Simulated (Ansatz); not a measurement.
Input file:

```yaml
crystal:
  periodic: [false, false, false]
  atoms:
    - {symbol: Si, position_ang: [0.000000, 0.107034, 0.340150]}
    - {symbol: Al, position_ang: [0.000000, -1.728753, -1.190850]}
    - {symbol: H, position_ang: [0.000000, 1.621718, 0.850700]}
basis:
  gaussian: {orbitals: 6-31G}
magnetization: {spin_polarized: false, initial_magnetization: 2}
correlation: {method: ccsdt_q, electrons: outside_noble_gas}
```

```sh
$ ansatz run in.yaml --threads 1 --pin off --events-out ev --progress --plain --max-ram 2393MiB
```

(1) Roughly how long does this take on 1 thread of Arm Neoverse V1, shared host, and how much host memory?

```
544 factors; integrals over basis functions are off by at most 6.7e-8 eV
mean field evaluation 1: about -14456.5581 eV, gradient 5.8e0 eV
mean field evaluation 2: about -14456.5601 eV, gradient 5.8e0 eV
mean field evaluation 4: about -14457.0586 eV, gradient 1.6e0 eV
mean field evaluation 8: about -14457.1115 eV, gradient 1.4e-2 eV
mean field evaluation 16: about -14457.0562 eV, gradient 1.6e0 eV
mean field evaluation 32: about -14455.8205 eV, gradient 2.4e0 eV
mean field evaluation 64: about -14455.1060 eV, gradient 2.2e-2 eV
mean field evaluation 96: about -14454.3236 eV, gradient 5.4e-3 eV
mean field evaluation 128: about -14454.0278 eV, gradient 7.5e-4 eV
mean field evaluation 160: about -14455.1060 eV, gradient 8.5e-4 eV
...
cycle  13  -2.53151220 eV  change   -1.4e-4 eV  update   9.0e-5
cycle  14  -2.53149664 eV  change    1.6e-5 eV  update   4.8e-5
cycle  15  -2.53146855 eV  change    2.8e-5 eV  update   2.5e-5
cycle  16  -2.53147041 eV  change   -1.9e-6 eV  update   1.4e-5
cycle  17  -2.53147663 eV  change   -6.2e-6 eV  update   7.8e-6
cycle  18  -2.53148150 eV  change   -4.9e-6 eV  update   4.6e-6
cycle  19  -2.53148203 eV  change   -5.3e-7 eV  update   3.1e-6
cycle  20  -2.53148073 eV  change    1.3e-6 eV  update   1.8e-6
cycle  21  -2.53147869 eV  change    2.0e-6 eV  update   1.1e-6
cycle  22  -2.53147805 eV  change    6.4e-7 eV  update   6.1e-7
perturbative correction -0.00376811 eV, -0.0001384755 hartree
Total energy: -14459.64673679 eV, -531.3822164764 hartree
```

For the same geometry and basis full CI lies 1.1 meV lower.

## Answers

(1) 3.8 s wall and 0.18 GiB.
